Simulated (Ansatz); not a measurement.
# LiC (quartet): the correlation ladder, def2-TZVPP

The task here is to estimate one member of a computed series from the others.

The runs use Ansatz 0.2.0, Gaussian basis; def2-TZVPP, core rule «outside noble gas», up to 2 orbitals frozen.

Plan: UHF; ROHF; CCSD(T) on UHF.

2 further runs of the same task are left out: 2 set aside as unsound or not needed.

## The geometry

The geometry is a PBE0/def2-TZVP stationary point (not a proven minimum) of the parent state, kept for this charge and spin.

2 atoms, charge 0, spin multiplicity 4.

Atoms are counted from 1 here; the program's logs count them from 0.

Bond lengths: C1–Li2 2.280 Å.

As a file:

```
C     0.0000    0.0000    0.0000
Li    0.0000    0.0000    2.2800
```

The first run:

in.yaml

```yaml
crystal:
  periodic: [false, false, false]
  atoms:
    - {symbol: C, position_ang: [0.000000, 0.000000, 0.000000]}
    - {symbol: Li, position_ang: [0.000000, 0.000000, 2.280000]}
basis:
  gaussian: {orbitals: def2-TZVPP}
magnetization: {spin_polarized: true, initial_magnetization: 3}
hamiltonian: {xc: hf}
output: {orbitals: {seedname: orbitals}}
```

Started as:

```
$ ansatz run in.yaml --threads 1 --pin off --events-out ev --progress --plain --max-ram 2816MiB --backend cpu
```

Among the steps run: UHF; ROHF; CCSD(T) on UHF.

One table of the session follows, with a row left open; its other results are not shown here.

| method | from UCCSD(T) (meV) |
| --- | --- |
| ROHF | +3094.6 |
| UHF | +3053.7 |
| UMP2 | ? |
| UCCSD | +105.3 |
| UCCSD(T) | 0 |

**Question.** Estimate the row for UMP2.

The run gave: from UCCSD(T) (meV): +554.2. In the column «from UCCSD(T) (meV)» it lies between UCCSD (+105.3) and UHF (+3053.7).
